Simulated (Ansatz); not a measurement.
The pair A = NH3 (SMILES N) (first 4 atoms), B = NH3 (SMILES N); geometry from S22 set.
(charge 0, multiplicity 1):
```tsv
atom	x (Å)	y (Å)	z (Å)
N	-1.5787	-0.0466	0.0000
H	-2.1586	0.1364	-0.8096
H	-2.1586	0.1364	0.8096
H	-0.8495	0.6582	0.0000
N	1.5787	0.0466	0.0000
H	2.1586	-0.1364	-0.8096
H	0.8495	-0.6582	0.0000
H	2.1586	-0.1364	0.8096
```

Frozen-core correlation. MP2 and its Hartree–Fock in aug-cc-pVQZ are density fitted.

Programs: Ansatz (a program for electronic structure) with Gaussian orbitals. Each number belongs to the level named beside it.

The counterpoise-corrected interaction energy is E(AB) − E(A in the pair's basis) − E(B in the pair's basis). Total energies (hartree):

```json
[
 {"level": "HF/aug-cc-pVTZ", "AB": "-112.4427351", "A in the pair's basis": "-56.2202520", "B in the pair's basis": "-56.2202520"},
 {"level": "MP2/aug-cc-pVTZ", "AB": "-112.9262213", "A in the pair's basis": "-56.4607264", "B in the pair's basis": "-56.4607264"},
 {"level": "HF/aug-cc-pVQZ", "AB": "-112.4500005", "A in the pair's basis": "-56.2238825", "B in the pair's basis": "-56.2238825"},
 {"level": "MP2/aug-cc-pVQZ", "AB": "-112.9604708", "A in the pair's basis": "-56.4777778", "B in the pair's basis": "-56.4777778"},
 {"level": "CCSD(T)/aug-cc-pVTZ", "AB": "-112.9662232", "A in the pair's basis": "-56.4807323", "B in the pair's basis": "-56.4807323"}
]
```

Task: Work out the counterpoise-corrected interaction energy at the basis-set limit: extrapolate the MP2 correlation part as X⁻³, take Hartree–Fock from the larger set, and add the CCSD(T) − MP2 difference of aug-cc-pVTZ.

Result: 
1. Differences (1 hartree = 627.509 kcal/mol): HF/aug-cc-pVTZ -1.400; MP2/aug-cc-pVTZ -2.992; HF/aug-cc-pVQZ -1.403; MP2/aug-cc-pVQZ -3.084; CCSD(T)/aug-cc-pVTZ -2.986.
2. Correlation parts, MP2 less HF: -1.592 in aug-cc-pVTZ (X = 3), -1.682 in aug-cc-pVQZ (X = 4).
3. Limit (4³·(-1.682) − 3³·(-1.592))/(4³ − 3³) = -1.747; with HF/aug-cc-pVQZ it gives -3.150.
4. CCSD(T) less MP2 in aug-cc-pVTZ: 0.006.
Result: -3.14 kcal/mol, against -2.99 at MP2/aug-cc-pVTZ. It is an estimate of this method's limit, not of the exact value.
